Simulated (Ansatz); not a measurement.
Geometry optimisation, RKS CAM-B3LYP/cc-pVDZ (Ansatz).

Input:

```yaml
crystal:
  periodic: [false, false, false]
  atoms:
    - { symbol: Si, position_ang: [0.341865, 0.039592, -0.194653] }
    - { symbol: O, position_ang: [0.454285, -0.203559, 1.452167] }
    - { symbol: Si, position_ang: [-0.50744, -0.468644, 2.799058] }
    - { symbol: H, position_ang: [-1.608656, -1.427193, 2.476741] }
    - { symbol: H, position_ang: [0.358202, -1.037049, 3.868655] }
    - { symbol: H, position_ang: [-1.106918, 0.816348, 3.268171] }
    - { symbol: H, position_ang: [1.787076, 0.103634, -0.340719] }
    - { symbol: H, position_ang: [-0.372455, 1.30107, -0.550764] }
    - { symbol: H, position_ang: [-0.304359, -1.104899, -0.902356] }
basis:
  gaussian: { orbitals: cc-pVDZ }
hamiltonian:
  xc: cam_b3lyp
relax:
  f_tol: 0.03
  max_steps: 50
```

Launched with:

```bash
$ ansatz run input.yaml --threads 2 --pin off --max-ram 3072MiB --backend cpu --events-out ev --progress --plain --runs-dir out
```

**Question.** Where does it end, and by what steps?

**Answer.** The forces met the threshold. The force dipped under the threshold on the way, but the program's further checks kept it going. After 7 steps the energy has fallen by 0.202 eV; H7 moved furthest, 0.32 Å.

```
step  energy less start (eV)  largest force component (eV/Å)  accepted
   0                  0.0000                           1.057       yes
   1                 -0.1780                           0.279       yes
   2                 -0.1994                           0.179       yes
   3                 -0.2011                           0.032       yes
   4                 -0.2015                           0.002       yes
   5                 -0.1991                           0.139        no
   6                 -0.2022                           0.036       yes
   7                 -0.2024                           0.029       yes
```

```xyz
9
Properties=species:S:1:pos:R:3
Si 0.403 0.049 -0.159
O 0.441 -0.251 1.488
Si -0.540 -0.493 2.822
H -1.548 -1.560 2.535
H 0.334 -0.912 3.955
H -1.254 0.773 3.171
H 1.809 0.039 -0.650
H -0.217 1.383 -0.427
H -0.387 -1.010 -0.859
```

Whether the end is a true minimum wasn't checked by a vibrational analysis.

Run time: 15 s on 2 threads of Arm Neoverse V1, with other jobs on the host, peak memory 0.18 GiB.
